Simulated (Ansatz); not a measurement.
System: antiferromagnetic bcc Cr. Method: HSE06-D3(BJ) (PAW; Ansatz, an electronic-structure program).

Run with plane-wave cutoff 460 eV, 10×10×10 k mesh, Fermi–Dirac smearing 0.05 eV, spin-polarised with opposed moments, scalar-relativistic PAW data made under PBE.

Cell (relaxed at this level):

```yaml
crystal:
  lattice:
    - [2.99304, 0.00000, 0.00000]
    - [0.00000, 2.99304, 0.00000]
    - [0.00000, 0.00000, 2.99304]
  atoms:
    - { symbol: Cr, position: [0.00000, 0.00000, 0.00000], spin: 1.5 }
    - { symbol: Cr, position: [0.50000, 0.50000, 0.50000], spin: -1.5 }
```

**Question.** Estimate the bulk modulus, magnetic moment (largest site, within a sphere) and pressure derivative B′ of the bulk modulus that the calculation returns.

**Answer.** 
- bulk modulus = 113 GPa
- magnetic moment (largest site, within a sphere) = 3.06 μB
- pressure derivative B′ of the bulk modulus = 5.3

Measured, for comparison: bulk modulus 194 GPa (corrected for temperature and zero-point phonon effects, our sources range from 174 to 205; as tabulated in Levämäki et al. (2014), arXiv:1402.3671). Computed (rounded) less measured: bulk modulus not scored (sources differ).

Note: the cell is over a tenth larger than the published one: the level's own overestimate first of all, though another phase or state, or a fault of the published cell, is possible; the commensurate order stands in for chromium's spin-density wave, and the size of the moments varies much between levels; the collinear magnetic order is the start's and need not be the measured one.

Spins in the cell block are starting values.

Moments are spin moments.

Static lattice: no zero-point or thermal effects.
